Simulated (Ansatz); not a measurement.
# SiN2H (quartet): the correlation ladder, def2-TZVPP

The task here is to estimate one member of a computed series from the others.

Program: Ansatz 0.2.0, Gaussian basis. Level of theory: def2-TZVPP, core rule «outside noble gas», up to 7 orbitals frozen. These are calculated values, not measurements.

The runs, in order: UHF; ROHF; CCSD(T) on UHF.

2 further runs of the same task are left out: 2 set aside as unsound or not needed.

### The geometry

The geometry is a PBE0/def2-TZVP stationary point (not a proven minimum) of the parent state, kept for this charge and spin.

4 atoms, charge 0, spin multiplicity 4.

Atoms are counted from 1 here; the program's logs count them from 0.

Bond lengths: N1–Si2 1.573 Å, N1–H4 1.008 Å, Si2–N3 1.633 Å. Angles: Si2–N1–H4 130.0°, N1–Si2–N3 168.7°.

The first run:

File in.yaml:

```yaml
crystal:
  periodic: [false, false, false]
  atoms:
    - {symbol: N, position_ang: [-0.000015, -0.250733, 1.000239]}
    - {symbol: Si, position_ang: [-0.000065, -0.038456, -0.558024]}
    - {symbol: N, position_ang: [0.000006, -0.137998, -2.188354]}
    - {symbol: H, position_ang: [0.000075, 0.427188, 1.746138]}
basis:
  gaussian: {orbitals: def2-TZVPP}
magnetization: {spin_polarized: true, initial_magnetization: 3}
hamiltonian: {xc: hf}
output: {orbitals: {seedname: orbitals}}
```

Launch:

```
ansatz run in.yaml --threads 1 --pin off --events-out ev --progress --plain --max-ram 4096MiB --backend cpu
```

Steps of the session up to this table: UHF; ROHF; CCSD(T) on UHF.

One of the session's tables, all rows but one given; the rest of the session is left out.

It belongs to the step «Misses and costs». 

| method | from UCCSD(T) (kJ/mol) |
| --- | --- |
| ROHF | +1297.9 |
| UHF | ? |
| UMP2 | +143.0 |
| UCCSD | +68.9 |
| UCCSD(T) | 0 |

**Question.** Estimate the row for UHF.

**Answer.** from UCCSD(T) (kJ/mol): +1274.9. In the column «from UCCSD(T) (kJ/mol)» it lies between UMP2 (+143.0) and ROHF (+1297.9).
